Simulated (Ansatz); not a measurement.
The pair A = C2H4 (SMILES C=C) (first 6 atoms), B = C2H2 (SMILES C#C); geometry from S22 set.
(charge 0, multiplicity 1):
```tsv
atom	x (Å)	y (Å)	z (Å)
C	0.0000	-0.6676	-2.1247
C	0.0000	0.6676	-2.1247
H	0.9236	-1.2323	-2.1262
H	-0.9236	-1.2323	-2.1262
H	-0.9236	1.2323	-2.1262
H	0.9236	1.2323	-2.1262
C	0.0000	0.0000	2.9005
C	0.0000	0.0000	1.6932
H	0.0000	0.0000	0.6274
H	0.0000	0.0000	3.9639
```

Correlated levels freeze the cores. MP2 and its Hartree–Fock in aug-cc-pVQZ are density fitted.

Codes used: Ansatz (Gaussian orbitals). 

The counterpoise-corrected interaction energy is E(AB) − E(A in the pair's basis) − E(B in the pair's basis). Total energies (hartree):

```json
[
 {"level": "HF/aug-cc-pVTZ", "AB": "-154.9149958", "A in the pair's basis": "-78.0646077", "B in the pair's basis": "-76.8496977"},
 {"level": "MP2/aug-cc-pVTZ", "AB": "-155.5716855", "A in the pair's basis": "-78.4048842", "B in the pair's basis": "-77.1642798"},
 {"level": "HF/aug-cc-pVQZ", "AB": "-154.9239115", "A in the pair's basis": "-78.0692204", "B in the pair's basis": "-76.8540029"},
 {"level": "MP2/aug-cc-pVQZ", "AB": "-155.6159239", "A in the pair's basis": "-78.4276546", "B in the pair's basis": "-77.1856772"},
 {"level": "CCSD(T)/aug-cc-pVTZ", "AB": "-155.6388244", "A in the pair's basis": "-78.4440943", "B in the pair's basis": "-77.1924502"}
]
```

Task: Work out the counterpoise-corrected interaction energy at the basis-set limit: extrapolate the MP2 correlation part as X⁻³, take Hartree–Fock from the larger set, and add the CCSD(T) − MP2 difference of aug-cc-pVTZ.

Result: 
1. Differences (1 hartree = 627.509 kcal/mol): HF/aug-cc-pVTZ -0.433; MP2/aug-cc-pVTZ -1.582; HF/aug-cc-pVQZ -0.432; MP2/aug-cc-pVQZ -1.627; CCSD(T)/aug-cc-pVTZ -1.431.
2. Correlation parts, MP2 less HF: -1.149 in aug-cc-pVTZ (X = 3), -1.195 in aug-cc-pVQZ (X = 4).
3. Limit (4³·(-1.195) − 3³·(-1.149))/(4³ − 3³) = -1.228; with HF/aug-cc-pVQZ it gives -1.660.
4. CCSD(T) less MP2 in aug-cc-pVTZ: 0.152.
Result: -1.51 kcal/mol, against -1.58 at MP2/aug-cc-pVTZ. It is an estimate of this method's limit, not of the exact value.

Ansatz is a first-principles code.
